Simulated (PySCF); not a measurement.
Species: [B(OMe)H3]-, CH₆BO (charge -1).
SMILES: `CO[BH3-]`

The calculation used PBE0-D3(BJ)/def2-SVP geometry optimisation, gas phase in PySCF 2.14.0.

Take the most abundant isotopes and a rigid rotor. 

Task: Give the principal moments of inertia and the rotational constants in MHz.

Result: Ia = 13.63, Ib = 52.32, Ic = 58.55 u·Å²; 505379 MHz·u·Å²/I gives A = 37077, B = 9659, C = 8631 MHz.

Task: What kind of rotor is it?

Result: A near-prolate asymmetric top: κ = (2 × 9659 − 37077 − 8631)/(37077 − 8631) = -0.93.

Task: Is it planar, by Δ = Ic − Ia − Ib?

Result: Not planar: Δ = Ic − Ia − Ib = -7.40 u·Å². For a rigid frame Δ = −2 Σ m c², so Σ m c² = 3.70 u·Å² lies off the ab plane, practically all of it from hydrogen. The atom farthest from that plane is 1.02 Å away.

Task: Give the coordinates in the principal-axis frame, origin at the centre of mass.

Result: The sense of each axis is arbitrary; atoms in the order of the calculation.
| atom | mass (u) | a (Å) | b (Å) | c (Å) |
| --- | --- | --- | --- | --- |
| B1 | 11.009 | 1.249 | -0.237 | 0.000 |
| O2 | 15.995 | -0.025 | 0.528 | 0.000 |
| C3 | 12.000 | -1.143 | -0.246 | 0.000 |
| H4 | 1.008 | -1.217 | -0.928 | -0.886 |
| H5 | 1.008 | -2.064 | 0.382 | -0.004 |
| H6 | 1.008 | -1.221 | -0.923 | 0.890 |
| H7 | 1.008 | 1.335 | -0.977 | 1.025 |
| H8 | 1.008 | 2.204 | 0.569 | -0.003 |
| H9 | 1.008 | 1.332 | -0.981 | -1.022 |

Task: Where do the levels up to J = 5 lie, in MHz?

Result: Above 0(0,0):
J = 1: 1(0,1) 18289, 1(1,1) 45708, 1(1,0) 46736
J = 2: 2(0,2) 54840, 2(1,2) 81259, 2(1,1) 84342, 2(2,1) 166598, 2(2,0) 166626
J = 3: 3(0,3) 109595, 3(1,3) 134569, 3(1,2) 140734, 3(2,2) 221466, 3(2,1) 221608, 3(3,1) 361146, 3(3,0) 361147
J = 4: 4(0,4) 182471, 4(1,4) 205616, 4(1,3) 215889, 4(2,3) 294602, 4(2,2) 295026, 4(3,2) 434359, 4(3,1) 434363, 4(4,1) 629836, 4(4,0) 629836
J = 5: 5(0,5) 273357, 5(1,5) 294375, 5(1,4) 309776, 5(2,4) 385986, 5(2,3) 386971, 5(3,3) 525899, 5(3,2) 525912, 5(4,2) 721346, 5(4,1) 721346, 5(5,1) 972679, 5(5,0) 972679

Task: Which lines would a microwave search look for?

Result: The dipole components (about the centre of mass, as the species is charged) are |μa| = 4.84 D, |μb| = 0.53 D, |μc| = 0.00 D; the mirror of this Cs structure is the ab plane, so μc vanishes by symmetry and there are no c-type lines. The squared components, which scale the intensities, stand as 1.00 : 0.01 (a : b). Some lines, for components of 0.1 D or more:

```tsv
type	branch	J(Ka,Kc)	MHz	lower level (cm⁻¹)
a	Q	2(1,1) ← 2(1,2)	3083	2.711
b	R	2(0,2) ← 1(1,1)	9132	1.525
b	R	3(0,3) ← 2(1,2)	28336	2.711
b	Q	1(1,0) ← 1(0,1)	28446	0.610
b	Q	2(1,1) ← 2(0,2)	29502	1.829
b	Q	3(1,2) ← 3(0,3)	31139	3.656
a	R	2(0,2) ← 1(0,1)	36551	0.610
b	R	1(1,1) ← 0(0,0)	45708	0.000
a	R	3(1,3) ← 2(1,2)	53309	2.711
a	R	3(0,3) ← 2(0,2)	54755	1.829
a	R	3(2,2) ← 2(2,1)	54868	5.557
a	R	3(2,1) ← 2(2,0)	54982	5.558
a	R	3(1,2) ← 2(1,1)	56392	2.813
b	R	2(1,2) ← 1(0,1)	62970	0.610
b	Q	2(2,1) ← 2(1,2)	85339	2.711
b	Q	3(2,2) ← 3(1,3)	86898	4.489
b	Q	3(3,0) ← 3(2,1)	139539	7.392
b	Q	3(3,1) ← 3(2,2)	139680	7.387
b	R	3(3,0) ← 2(2,1)	194548	5.557
```

No PBE0-D3(BJ)/def2-SVP frequencies stand behind this structure, so it isn't proved a minimum. No vibrational averaging or centrifugal distortion is included, and the geometry carries the error of its method. A rigid rotor knows nothing of internal rotation, which can split or shift real lines. Quadrupole hyperfine structure (11B) is left out.

The run took 6.8 s on one thread, Arm Neoverse V1, on a shared host. That covers the optimisation of the geometry.
